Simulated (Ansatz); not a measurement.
**Si2H6 (disilane): B2GP-PLYP-D3(BJ)/cc-pVTZ (accuracy low, damping of pbe0)**

What is the vertical ionisation energy of Si2H6 (disilane) at B2GP-PLYP-D3(BJ)/cc-pVTZ (accuracy low, damping of pbe0)? 

The results are computed with Ansatz 0.2.0.

4 further runs of the same task are left out: 2 for a known fault of the program, 1 that didn't finish, 1 set aside as unsound or not needed.

### 1 The system as given

The species is Si2H6 (8 atoms), meant as a singlet with charge 0. SMILES: `[SiH3][SiH3]`. The shape is that of a PBE0-D4/def2-TZVP optimisation.

Bond lengths: Si1–Si2 2.338 Å, Si1–H3 1.488 Å, Si1–H4 1.488 Å, Si1–H5 1.488 Å, Si2–H6 1.488 Å, Si2–H7 1.488 Å, Si2–H8 1.488 Å. Some angles: Si1–Si2–H6 110.3°, Si1–Si2–H7 110.3°, Si1–Si2–H8 110.3°, Si2–Si1–H3 110.3°, Si2–Si1–H4 110.3°, Si2–Si1–H5 110.3°, H6–Si2–H7 108.7°, H6–Si2–H8 108.7°, H7–Si2–H8 108.7°, H3–Si1–H4 108.7°.

### 2 Energy and forces at B2GP-PLYP-D3(BJ)/cc-pVTZ (accuracy low, damping of pbe0)

The input, input.yaml:

```yaml
crystal:
  periodic: [false, false, false]
  atoms:
    - {symbol: Si, position_ang: [-0.340500, 0.490200, -1.004900]}
    - {symbol: Si, position_ang: [0.363500, -0.504400, 0.991000]}
    - {symbol: H, position_ang: [0.833900, 0.948200, -1.794900]}
    - {symbol: H, position_ang: [-1.112900, -0.483900, -1.821900]}
    - {symbol: H, position_ang: [-1.208000, 1.664100, -0.717900]}
    - {symbol: H, position_ang: [1.139000, 0.468600, 1.806300]}
    - {symbol: H, position_ang: [1.228100, -1.680500, 0.704000]}
    - {symbol: H, position_ang: [-0.811000, -0.959200, 1.782600]}
basis:
  gaussian: {orbitals: cc-pVTZ}
magnetization: {spin_polarized: false, initial_magnetization: 0}
hamiltonian: {xc: {name: B2GP-PLYP}, dispersion: {method: d3bj, functional: pbe0}, pseudopotentials: {relativity: none}}
correlation: {frozen_orbitals: {H: 0, Si: 5}}
accuracy: low
output: {forces: true, orbitals: {seedname: orbitals}}
```

Command:

```
$ ansatz run input.yaml --threads 1 --pin off --max-ram 2610MiB --events-out events.jsonl --progress --plain --runs-dir runs
```

The log of the run (excerpt; [...] marks lines left out):

```text
Warning: RAYON_NUM_THREADS=1 ignored (pool sized by the plan → 1); use --threads N
Functional definition: B2GP-PLYP
  name "B2GP-PLYP"
[...]
855 factors; integrals over basis functions are off by at most 8.7e-4 eV
[...]
mean field -15841.10864960 eV, -582.1500053836 hartree, gradient 8.5e-6 eV, S^2 0.000000; 0 other end points of the search recorded, 0 dependent functions left out
10 core orbitals not correlated: weight in the atoms' cores, before any rotation towards them, 1.000 or more for the frozen orbitals, at most 0.000 for the correlated occupied ones
reference -15841.10877653 eV, -582.1500100483 hartree; 7, 7 occupied and 135, 135 virtual orbitals, 855 factors
second order -8.39221435 eV of doubles, -0.00000000 eV of singles
[...]
Total energy: -15844.25279776 eV, -582.2655506973 hartree
Atom 0 at    -0.340500     0.490200    -1.004900 Å, force    -0.061690     0.088366    -0.177332 eV/Å
Atom 1 at     0.363500    -0.504400     0.991000 Å, force     0.062691    -0.089443     0.176164 eV/Å
Atom 2 at     0.833900     0.948200    -1.794900 Å, force    -0.109796    -0.040940     0.070037 eV/Å
Atom 3 at    -1.112900    -0.483900    -1.821900 Å, force     0.069892     0.091305     0.072332 eV/Å
Atom 4 at    -1.208000     1.664100    -0.717900 Å, force     0.078913    -0.106578    -0.029535 eV/Å
Atom 5 at     1.139000     0.468600     1.806300 Å, force    -0.070192    -0.090657    -0.071547 eV/Å
Atom 6 at     1.228100    -1.680500     0.704000 Å, force    -0.078928     0.107631     0.029573 eV/Å
Atom 7 at    -0.811000    -0.959200     1.782600 Å, force     0.109109     0.040317    -0.069692 eV/Å
Dipole moment:    -0.000023     0.000025     0.000027 e Å
```

It took 9.3 s on 1 thread of Arm Neoverse V2, shared host; peak memory 0.34 GiB.

### 3 The doublet cation

Changes to input.yaml since step 2:

```diff
@@ -1 +1,3 @@
+basis:
+  gaussian: {orbitals: cc-pVTZ}
 crystal:
@@ -11,5 +13,4 @@
     - {symbol: H, position_ang: [-0.811000, -0.959200, 1.782600]}
-basis:
-  gaussian: {orbitals: cc-pVTZ}
-magnetization: {spin_polarized: false, initial_magnetization: 0}
+total_charge: 1
+magnetization: {spin_polarized: true, initial_magnetization: 1}
 hamiltonian: {xc: {name: B2GP-PLYP}, dispersion: {method: d3bj, functional: pbe0}, pseudopotentials: {relativity: none}}
```

Command:

```
$ ansatz run input.yaml --threads 1 --pin off --max-ram 2610MiB --events-out events.jsonl --progress --plain --runs-dir runs
```

The log of the run (excerpt; [...] marks lines left out):

```text
Warning: RAYON_NUM_THREADS=1 ignored (pool sized by the plan → 1); use --threads N
[... 2 set-up lines as earlier in the session ...]
[...]
855 factors; integrals over basis functions are off by at most 8.7e-4 eV
[...]
mean field -15830.83646990 eV, -581.7725097424 hartree, gradient 8.8e-6 eV, S^2 0.756115; 0 other end points of the search recorded, 0 dependent functions left out
10 core orbitals not correlated: weight in the atoms' cores, before any rotation towards them, 1.000 or more for the frozen orbitals, at most 0.000 for the correlated occupied ones
reference -15830.83660008 eV, -581.7725145265 hartree; 7, 6 occupied and 135, 136 virtual orbitals, 855 factors
second order -7.51729184 eV of doubles, -0.00000000 eV of singles
[...]
Total energy: -15833.66564920 eV, -581.8764801642 hartree
Atom 0 at    -0.340500     0.490200    -1.004900 Å, force    -1.338600     1.892161    -3.797257 eV/Å
Atom 1 at     0.363500    -0.504400     0.991000 Å, force     1.339628    -1.893247     3.796101 eV/Å
Atom 2 at     0.833900     0.948200    -1.794900 Å, force     0.327489    -0.331940     0.673860 eV/Å
Atom 3 at    -1.112900    -0.483900    -1.821900 Å, force     0.206645    -0.420674     0.671969 eV/Å
Atom 4 at    -1.208000     1.664100    -0.717900 Å, force     0.201002    -0.287057     0.740563 eV/Å
Atom 5 at     1.139000     0.468600     1.806300 Å, force    -0.206503     0.421192    -0.671470 eV/Å
Atom 6 at     1.228100    -1.680500     0.704000 Å, force    -0.201443     0.287766    -0.740458 eV/Å
Atom 7 at    -0.811000    -0.959200     1.782600 Å, force    -0.328216     0.331799    -0.673307 eV/Å
Dipole moment:    -0.000012     0.000017     0.000007 e Å
```

Run time: 18 s. Hardware: 1 thread of Arm Neoverse V2, shared host; peak memory 0.52 GiB.

### 4 What came out

At B2GP-PLYP-D3(BJ)/cc-pVTZ (accuracy low, damping of pbe0), 10 core orbitals frozen:

| quantity | value |
| --- | --- |
| singlet Si2H6: total energy | -582.26555 Eh |
| singlet Si2H6: dipole moment (SCF part) | 0.00 D |
| singlet Si2H6: HOMO energy (SCF part's orbitals) | -9.84 eV |
| singlet Si2H6: LUMO energy (SCF part's orbitals) | 2.07 eV |
| singlet Si2H6: HOMO–LUMO gap (SCF part's orbitals) | 11.91 eV |
| singlet Si2H6: dispersion energy | -11.85 kJ/mol |
| singlet Si2H6: largest force on an atom | 0.208 eV/Å |
| doublet cation: total energy | -581.87648 Eh |
| doublet cation: HOMO energy (SCF part's orbitals) (highest over α and β) | -17.17 eV |
| doublet cation: LUMO energy (SCF part's orbitals) (lowest over α and β) | -10.71 eV |
| doublet cation: dispersion energy | -11.85 kJ/mol |
| doublet cation: ⟨S²⟩ | 0.756 |
| doublet cation: largest force on an atom | 4.449 eV/Å |
| vertical ionisation energy (to the doublet cation) | 10.587 eV |

What this shows: Removing an electron at fixed nuclei costs 10.59 eV (1022 kJ/mol). The negative HOMO energy of the first species, 9.84 eV, lies 0.74 eV below that difference. Mulliken charges (singlet Si2H6) run from -0.03 on H7 to +0.08 on Si1; they depend strongly on the basis. The accuracy setting (singlet Si2H6) is loose, so the last digits carry no meaning. Mulliken charges (doublet cation) run from +0.09 on H7 to +0.22 on Si1; they depend strongly on the basis. The accuracy setting (doublet cation) is loose, so the last digits carry no meaning.
